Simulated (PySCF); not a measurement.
PySCF input file for pyrrole (C₄H₅N), SMILES c1cc[nH]c1, B3LYP-D3(BJ)/def2-SVP. Geometry: B3LYP-D3(BJ)/def2-SVP.

```python
import numpy as np
from pyscf import gto, scf, dft
from pyscf.hessian import thermo

mol = gto.M(
    atom='''
    C     0.00000000    0.71347071    0.98575039
    C     0.00000000   -0.71347043    0.98575060
    C     0.00000000   -1.12484800   -0.33420511
    N     0.00000000   -0.00000015   -1.12227934
    C     0.00000000    1.12484791   -0.33420544
    H     0.00000000    1.36667184    1.85613871
    H     0.00000000   -1.36667130    1.85613910
    H     0.00000000   -2.12091708   -0.77078285
    H     0.00000000   -0.00000031   -2.13329878
    H     0.00000000    2.12091685   -0.77078346
    ''',
    basis='def2-SVP',
    charge=0,
    spin=0,
    max_memory=1600,
    verbose=3,
)
mf = dft.RKS(mol, xc='b3lyp').density_fit(auxbasis='def2-universal-jkfit')
mf.disp = 'd3bj'
mf.grids.level = 3
mf.conv_tol = 1e-11
mf.max_cycle = 100
mf.kernel()

# [left out here: the lines that compute and print the analytic Hessian (its translational invariance restored by hand, since the grid's response is missing), thermochemistry and intensities]
```

Output:

```
converged SCF energy = -210.034723352284

WARN: DFTD3 does not support analytical Hessian, using finite difference


WARN: Mole.unit (angstrom) is changed to Bohr

Mode                                 0                   1                   2
Irrep
Freq [cm^-1]                      517.6177            632.0267            645.8983
Reduced mass [au]                   1.4567              2.9524              2.1983
Force const [Dyne/A]                0.2300              0.6949              0.5403
Char temp [K]                     744.7367            909.3457            929.3038
Normal mode                   x     y     z       x     y     z       x     y     z
       0   C                -0.01 -0.00  0.00    0.15 -0.00 -0.00   -0.06  0.00  0.00
       1   C                -0.01 -0.00  0.00   -0.15 -0.00  0.00   -0.06  0.00 -0.00
       2   C                -0.04  0.00  0.00    0.08  0.00  0.00    0.12 -0.00 -0.00
       3   N                 0.15  0.00 -0.00    0.00  0.00  0.00   -0.11 -0.00 -0.00
       4   C                -0.04  0.00 -0.00   -0.08  0.00 -0.00    0.12 -0.00  0.00
       5   H                 0.08 -0.00 -0.00    0.28 -0.00 -0.00    0.04  0.00  0.00
       6   H                 0.08 -0.00  0.00   -0.28 -0.00  0.00    0.04  0.00 -0.00
       7   H                -0.14 -0.00  0.00    0.25  0.00 -0.00    0.29 -0.00  0.00
       8   H                -0.78  0.00 -0.00    0.00 -0.00  0.00   -0.49  0.00 -0.00
       9   H                -0.14  0.00  0.00   -0.25  0.00 -0.00    0.29 -0.00  0.00
Mode                                 3                   4                   5
Irrep
Freq [cm^-1]                      699.3474            731.4148            850.4528
Reduced mass [au]                   1.3126              1.1903              1.2518
Force const [Dyne/A]                0.3782              0.3752              0.5334
Char temp [K]                    1006.2052           1052.3431           1223.6122
Normal mode                   x     y     z       x     y     z       x     y     z
       0   C                 0.02 -0.00  0.00   -0.03 -0.00 -0.00    0.07 -0.00 -0.00
       1   C                -0.02 -0.00  0.00   -0.03 -0.00  0.00    0.07 -0.00  0.00
       2   C                -0.10  0.00  0.00   -0.07  0.00  0.00   -0.07  0.00  0.00
       3   N                -0.00  0.00 -0.00    0.04  0.00 -0.00    0.01  0.00  0.00
       4   C                 0.10 -0.00 -0.00   -0.07  0.00 -0.00   -0.07  0.00 -0.00
       5   H                -0.27  0.00 -0.00    0.48 -0.00 -0.00   -0.43 -0.00 -0.00
       6   H                 0.27 -0.00 -0.00    0.48  0.00  0.00   -0.43 -0.00  0.00
       7   H                 0.55  0.00  0.00    0.42  0.00  0.00    0.44  0.00 -0.00
       8   H                -0.00 -0.00 -0.00    0.14 -0.00 -0.00   -0.16 -0.00  0.00
       9   H                -0.55 -0.00 -0.00    0.42  0.00  0.00    0.44  0.00  0.00
Mode                                 6                   7                   8
Irrep
Freq [cm^-1]                      876.9219            897.4006            901.2533
Reduced mass [au]                   5.1254              3.6731              1.3219
Force const [Dyne/A]                2.3222              1.7428              0.6326
Char temp [K]                    1261.6953           1291.1596           1296.7028
Normal mode                   x     y     z       x     y     z       x     y     z
       0   C                -0.00  0.11  0.12    0.00  0.01 -0.06   -0.10 -0.00 -0.00
       1   C                 0.00  0.11 -0.12   -0.00 -0.01 -0.06    0.10 -0.00 -0.00
       2   C                -0.00 -0.08 -0.07    0.00 -0.12 -0.02   -0.04 -0.00  0.00
       3   N                 0.00 -0.05 -0.00    0.00  0.00  0.16    0.00  0.00  0.00
       4   C                -0.00 -0.08  0.07   -0.00  0.12 -0.02    0.04  0.00 -0.00
       5   H                 0.00  0.06  0.16   -0.00 -0.20  0.09    0.56 -0.00 -0.00
       6   H                -0.00  0.06 -0.16    0.00  0.20  0.09   -0.56  0.00  0.00
       7   H                 0.00 -0.14  0.07   -0.00 -0.04 -0.21    0.23  0.00 -0.00
       8   H                -0.00  0.15  0.00   -0.00  0.00  0.16   -0.00 -0.00  0.00
       9   H                -0.00 -0.14 -0.07    0.00  0.04 -0.21   -0.23  0.00 -0.00
Mode                                 9                  10                  11
Irrep
Freq [cm^-1]                     1028.0634           1058.7754           1088.0981
Reduced mass [au]                   1.3540              1.3084              1.4252
Force const [Dyne/A]                0.8432              0.8642              0.9942
Char temp [K]                    1479.1543           1523.3421           1565.5308
Normal mode                   x     y     z       x     y     z       x     y     z
       0   C                 0.00 -0.08 -0.01    0.00  0.00 -0.04   -0.00 -0.03  0.05
       1   C                -0.00  0.08 -0.01   -0.00  0.00  0.04    0.00  0.03  0.05
       2   C                 0.00 -0.02  0.02   -0.00 -0.08 -0.04   -0.00  0.09 -0.04
       3   N                -0.00 -0.00 -0.08    0.00  0.05 -0.00    0.00  0.00  0.01
       4   C                -0.00  0.02  0.02   -0.00 -0.08  0.04   -0.00 -0.09 -0.04
       5   H                -0.00 -0.46  0.26   -0.00  0.37 -0.32    0.00 -0.23  0.20
       6   H                 0.00  0.46  0.26   -0.00  0.37  0.32   -0.00  0.23  0.20
       7   H                 0.00 -0.12  0.25    0.00  0.03 -0.30   -0.00  0.26 -0.42
       8   H                 0.00 -0.00 -0.09    0.00  0.30 -0.00   -0.00  0.00  0.01
       9   H                 0.00  0.12  0.25    0.00  0.03  0.30    0.00 -0.26 -0.42
Mode                                12                  13                  14
Irrep
Freq [cm^-1]                     1153.9543           1186.9018           1302.9870
Reduced mass [au]                   1.2332              4.7449              1.3620
Force const [Dyne/A]                0.9675              3.9383              1.3624
Char temp [K]                    1660.2833           1707.6875           1874.7082
Normal mode                   x     y     z       x     y     z       x     y     z
       0   C                -0.00 -0.03 -0.02    0.00 -0.09 -0.09   -0.00 -0.05  0.05
       1   C                 0.00 -0.03  0.02   -0.00  0.09 -0.09    0.00 -0.05 -0.05
       2   C                -0.00 -0.03  0.04    0.00  0.10  0.02   -0.00  0.05 -0.07
       3   N                -0.00  0.09 -0.00    0.00  0.00  0.12    0.00  0.00 -0.00
       4   C                 0.00 -0.03 -0.04   -0.00 -0.10  0.02   -0.00  0.05  0.07
       5   H                 0.00 -0.06  0.00   -0.00 -0.01 -0.18    0.00  0.33 -0.24
       6   H                -0.00 -0.06 -0.00    0.00  0.01 -0.18   -0.00  0.33  0.24
       7   H                -0.00 -0.19  0.39   -0.00  0.05  0.17    0.00 -0.13  0.36
       8   H                -0.00  0.64 -0.00   -0.00  0.00  0.13    0.00 -0.32 -0.00
       9   H                 0.00 -0.19 -0.39    0.00 -0.05  0.17    0.00 -0.13 -0.36
Mode                                15                  16                  17
Irrep
Freq [cm^-1]                     1434.4975           1469.8294           1509.8069
Reduced mass [au]                   4.5309              3.3759              3.0157
Force const [Dyne/A]                5.4933              4.2971              4.0502
Char temp [K]                    2063.9225           2114.7572           2172.2759
Normal mode                   x     y     z       x     y     z       x     y     z
       0   C                 0.00  0.15 -0.07    0.00  0.00 -0.05    0.00 -0.03 -0.06
       1   C                -0.00 -0.15 -0.07   -0.00  0.00  0.05   -0.00  0.03 -0.06
       2   C                 0.00  0.07  0.05   -0.00  0.08 -0.07    0.00 -0.03  0.14
       3   N                 0.00 -0.00  0.01    0.00 -0.17  0.00   -0.00 -0.00 -0.08
       4   C                -0.00 -0.07  0.05   -0.00  0.08  0.07   -0.00  0.03  0.14
       5   H                 0.00 -0.18  0.17   -0.00 -0.03 -0.03   -0.00  0.02 -0.12
       6   H                -0.00  0.18  0.17    0.00 -0.03  0.03   -0.00 -0.02 -0.12
       7   H                -0.00  0.06  0.10   -0.00  0.04  0.02   -0.00  0.17 -0.30
       8   H                 0.00  0.00  0.02   -0.00  0.48  0.00    0.00  0.00 -0.09
       9   H                 0.00 -0.06  0.10   -0.00  0.04 -0.02    0.00 -0.17 -0.30
Mode                                18                  19                  20
Irrep
Freq [cm^-1]                     1583.7211           3234.4692           3245.3437
Reduced mass [au]                   3.3422              1.0888              1.0944
Force const [Dyne/A]                4.9390              6.7114              6.7911
Char temp [K]                    2278.6221           4653.6811           4669.3270
Normal mode                   x     y     z       x     y     z       x     y     z
       0   C                 0.00  0.05 -0.12   -0.00 -0.03 -0.04    0.00  0.03  0.04
       1   C                -0.00  0.05  0.12    0.00 -0.03  0.04   -0.00 -0.03  0.04
       2   C                -0.00 -0.04 -0.11   -0.00  0.02  0.01   -0.00  0.03  0.01
       3   N                 0.00  0.05 -0.00   -0.00  0.00 -0.00   -0.00 -0.00 -0.00
       4   C                -0.00 -0.04  0.11    0.00  0.02 -0.01    0.00 -0.03  0.01
       5   H                -0.00 -0.20  0.04    0.00  0.37  0.50   -0.00 -0.33 -0.44
       6   H                -0.00 -0.20 -0.04    0.00  0.37 -0.50    0.00  0.33 -0.44
       7   H                 0.00 -0.15  0.10   -0.00 -0.24 -0.10   -0.00 -0.35 -0.15
       8   H                 0.00 -0.29 -0.00   -0.00  0.00  0.00    0.00  0.00  0.01
       9   H                 0.00 -0.15 -0.10    0.00 -0.24  0.10    0.00  0.35 -0.15
Mode                                21                  22                  23
Irrep
Freq [cm^-1]                     3259.7187           3265.2631           3667.4434
Reduced mass [au]                   1.1010              1.1086              1.0818
Force const [Dyne/A]                6.8928              6.9643              8.5725
Char temp [K]                    4690.0094           4697.9867           5276.6345
Normal mode                   x     y     z       x     y     z       x     y     z
       0   C                -0.00  0.01  0.02   -0.00  0.02  0.03    0.00 -0.00  0.00
       1   C                 0.00  0.01 -0.02    0.00 -0.02  0.03   -0.00  0.00  0.00
       2   C                 0.00  0.05  0.03   -0.00 -0.05 -0.02    0.00 -0.00  0.00
       3   N                -0.00 -0.00 -0.00   -0.00 -0.00 -0.00   -0.00 -0.00 -0.07
       4   C                 0.00  0.05 -0.03    0.00  0.05 -0.02   -0.00  0.00  0.00
       5   H                -0.00 -0.15 -0.20   -0.00 -0.23 -0.31   -0.00  0.00 -0.00
       6   H                -0.00 -0.15  0.20    0.00  0.23 -0.31   -0.00 -0.00 -0.00
       7   H                -0.00 -0.57 -0.25   -0.00  0.50  0.22    0.00  0.01  0.00
       8   H                -0.00  0.01  0.00   -0.00  0.00 -0.02   -0.00 -0.00  0.96
       9   H                 0.00 -0.57  0.25    0.00 -0.50  0.22   -0.00 -0.01  0.00
temperature 298.1500 [K]
pressure 101325.00 [Pa]
Rotational constants [GHz] 9.11302 8.96093 4.51817
Symmetry number 2
Zero-point energy (ZPE) 0.08256 [Eh]   216770.552 [J/mol]
                           tot       elec      trans        rot        vib
Entropy [J/mol/K]       269.426      0.000    161.202     95.827     12.397
Cv [J/mol/K]             61.243      0.000     12.472     12.472     36.300
Cp [J/mol/K]             69.557      0.000     20.786     12.472     36.300
Internal energy [J/mol]                      3718.434   3718.434 219643.594
Internal energy [Eh]   -209.94823  -210.03472
Enthalpy [J/mol]                             6197.391   3718.434 219643.594
Enthalpy [Eh]          -209.94729
Gibbs free energy [J/mol]                  -41865.097 -24852.373 215947.429
Gibbs free energy [Eh] -209.97788
static polarisability / bohr^3: [[23.454  0.    -0.   ]
 [ 0.    54.721  0.   ]
 [ 0.    -0.    53.382]]
largest difference of analytic and finite-field dipole derivatives / e: 0.0006014233251045997
mode   freq/cm-1   IR/(km/mol)   Raman/(A^4/amu)   depolarisation
   1      517.62        71.883             2.801            0.750
   2      632.03         0.000             0.006            0.750
   3      645.90         0.439             0.095            0.750
   4      699.35         0.000             1.200            0.750
   5      731.41       114.589             0.595            0.750
   6      850.45         1.330             0.010            0.750
   7      876.92         0.972             2.046            0.750
   8      897.40         0.135             0.621            0.375
   9      901.25         0.000             0.614            0.750
  10     1028.06        25.874             0.398            0.727
  11     1058.78        24.913             3.130            0.750
  12     1088.10         8.806             5.217            0.743
  13     1153.95         2.856             7.705            0.750
  14     1186.90         3.710            37.197            0.133
  15     1302.99         2.301             0.016            0.750
  16     1434.50         3.280            31.312            0.429
  17     1469.83         4.492             3.613            0.750
  18     1509.81         8.969            12.219            0.277
  19     1583.72         3.152             0.220            0.750
  20     3234.47         2.393           110.515            0.750
  21     3245.34         2.574            35.271            0.549
  22     3259.72         2.469             6.202            0.750
  23     3265.26         0.062           235.946            0.127
  24     3667.44        70.636           102.352            0.278
max |gradient| / (hartree/bohr): 3.3852822424457055e-05
APT charges: [-0.101  -0.101   0.0167 -0.3088  0.0167  0.0569  0.0569  0.0682  0.2272
  0.0682]
```

The run converged.
